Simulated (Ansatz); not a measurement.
Saddle point of SiNH6Cl, singlet (SiH₃Cl ([SiH3][Cl]) + NH₃ → SiNH₅ ([NH2][SiH3]) + HCl; bonds formed: Si1–N7, Cl2–H6; bonds broken: Si1–Cl2, H6–N7), PBE0-D4/def2-TZVP structure:

```
9
angstrom
Si -0.8980 0.1045 -0.2454
Cl 1.0633 -1.2285 -1.7176
H -0.8593 0.9344 -1.4571
H -1.7029 0.8731 0.7613
H -1.4444 -1.2593 -0.2501
H 1.3043 -0.3921 -0.0806
N 0.7321 0.1645 0.6538
H 1.0903 1.1067 0.7801
H 0.7146 -0.3032 1.5554
```

Energies are electronic, without zero-point energy. Barriers and step energies count from the start structure reached by relaxing down the imaginary mode; all methods use the PBE0-D4 structures, on which another method's saddle can fall below an end. Computed with Ansatz 0.2.0 (basis: def2-TZVPP, with def2-QZVPP for the basis limit); correlated methods freeze the cores. B3LYP uses VWN-RPA correlation. Extrapolation: Hartree–Fock as exp(−7.88 √X), correlation as X^−2.97.

```
      method  barrier (kcal/mol)  step energy (kcal/mol)
       SPW92                   ?                    4.28
      PBE-D4               13.55                    7.36
     BLYP-D4               15.38                    7.14
   r2SCAN-D4               14.62                    8.01
      B97M-V                   ?                    9.91
     PBE0-D4               14.55                    8.28
    B3LYP-D4               16.00                    7.89
  r2SCAN0-D4               15.19                    8.71
    BHLYP-D4               17.18                    9.22
CAM-B3LYP-D4               15.92                    7.56
     wB97X-V               16.92                    9.28
     wB97M-V               16.66                    9.90
      B2PLYP               16.97                    8.16
    PBE-QIDH               15.71                    8.75
  RPA on PBE                   ?                    8.76
          HF               22.12                   11.55
         MP2               17.10                    8.50
        CCSD               18.75                    9.12
     CCSD(T)               17.92                    8.69
```

**Question.** Fill in the withheld barriers. (An estimate is asked for; the value comes from the calculation.)

**Answer.** Computed: B97M-V 18.17; SPW92 7.36; RPA on PBE 19.39 kcal/mol. Each is the energy of the saddle less that of the start structure, by the same method.

For comparison, the barrier by CCSD(T) at an estimated basis limit (MP2 extrapolated from triple and quadruple zeta, plus CCSD(T) − MP2 in triple zeta) is 16.43 kcal/mol.

The T1 diagnostic stays at or below 0.010.

The step is the kind of exchange with an N–H group that builds nitride films in atomic layer and chemical vapour deposition.

Labels in which every atom is bracketed show which atoms are joined, not bond orders.

For scale, one of the runs: CCSD(T)/def2-TZVPP, 199 basis functions, launched by `ansatz run in.yaml --threads 2 --pin off --events-out ev --progress --plain --max-ram 4352MiB`. Hardware: 2 CPU threads of an Intel Xeon Platinum 8488C, shared host. Wall time 36 s; peak host memory 2.3 GiB.
